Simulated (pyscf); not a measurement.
H₃C–InH–CH₃ + hydrogen fluoride (HF) → methane (CH₄) + H₃C–InH–F, a four-centre exchange (singlet surface; C–In, F–H broken, C–H, F–In formed). Single points on ωB97X-D3(BJ)/def2-SVP structures (PySCF, gas phase). Energies in kcal/mol from the separated reactants.

AM1 to PM7: differences of heats of formation from MOPAC, which are fitted to 298 K values and so differ in kind from electronic energies by zero-point and thermal terms. 

Task: In single points PM7 puts the saddle at 30.3 kcal/mol and the reaction energy at -29.7 kcal/mol. Should these be trusted to within a few kcal/mol? Compare with ωB97M-D3(BJ)/def2-TZVP.

Result: ωB97M-D3(BJ)/def2-TZVP gives ΔE‡ = 2.1 kcal/mol and ΔE = -28.6 kcal/mol. PM7 lies 28.2 kcal/mol over it in the barrier and 1.1 kcal/mol under it in the reaction energy, so on this step it does not hold to within 3.0 kcal/mol. ωB97M-D3(BJ)/def2-TZVP has limits of its own. On the reactant side the descent ends in a complex (not fully relaxed), 6.6 kcal/mol under the separated species and 7.9 kcal/mol under the saddle at ωB97X-D3(BJ)/def2-TZVP. On the product side the descent ends in a complex, 4.3 kcal/mol under the separated species and 33.6 kcal/mol under the saddle at ωB97X-D3(BJ)/def2-TZVP. This is the saddle that the search found; another between the same sides may lie lower. In the def2 sets elements past Kr carry core potentials, without spin-orbit coupling.
